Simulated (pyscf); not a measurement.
6 gas-phase steps of one pattern: four-centre exchange on the singlet surface, B–C + H–H or C–Ga + H–H broken and B–H + C–H or C–H + Ga–H formed. Structures and frequencies: ωB97X-D3(BJ)/def2-SVP in PySCF. Electronic energies in kcal/mol, from the separated reactants; ΔE‡ and ΔE at ωB97M-D3(BJ)/def2-TZVP. Rows were drawn at random from the steps of this pattern with a verified saddle, stable references and no exit in the data more than 5 kcal/mol lower.

```tsv
row	step	ΔE	ΔE‡
1	H₃C–GaH–CH₃ + H₂ → CH₄ + H₃C–GaH₂	-9.4	31.3
2	H₃C–Ga(F)–F + H₂ → CH₄ + F–GaH–F	-6.6	71.9
3	H₃C–B(OH)–OH + H₂ → HO–BH–OH + CH₄	-5.3	56.4
4	H₂C=CH–B(OH)–OH + H₂ → HO–BH–OH + H₂C=CH₂	-2.1	?
5	H₂C=CH–B=O + H₂ → HB=O + H₂C=CH₂	-0.7	66.4
6	H₂C=CH–B(Cl)–Cl + H₂ → Cl–BH–Cl + H₂C=CH₂	+1.2	35.9
```

Problem. Fit ΔE‡ = a + b·ΔE to the other rows and predict row 4.

Solution. Over the 5 complete rows the means are -4.2 (ΔE) and 52.4 (ΔE‡); least squares gives b = 0.24 and a = 53.4 kcal/mol, with residuals of 16.2 kcal/mol (root mean square; largest 20.1, row 2). For row 4: 53.4 + 0.24 × (-2.1) = 52.9 kcal/mol. The computed barrier is 55.8 kcal/mol, 2.9 over the line. The scatter is large against the spread of the barriers, so the line says little here. Each barrier is that of the saddle found. Elements up to Kr have no core potential and no relativistic terms here.
